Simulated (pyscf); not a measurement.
Single points on ωB97X-D3(BJ)/def2-SVP structures (PySCF, gas phase). MP2 and CC: frozen core, UHF for open shells. ΔMP2 is the change of the MP2 total energy from the triple- to the quadruple-zeta basis.

Task: How much does it cost (ΔH, 298 K, CCSD(T)/def2-TZVPP + ΔMP2(QZVPP)) to split O=CH–OH at its H–O bond into •O–CH=O + H•?

Result: H–O to •O–CH=O + H•: 4.94 eV. The radicals are drawn with the spin at the cut bond; how far it spreads was not checked. Other isomers of •O–CH=O were not searched in full and may lie lower. The CCSD(T) − MP2 part came from Ansatz, without density fitting, on the same reference.
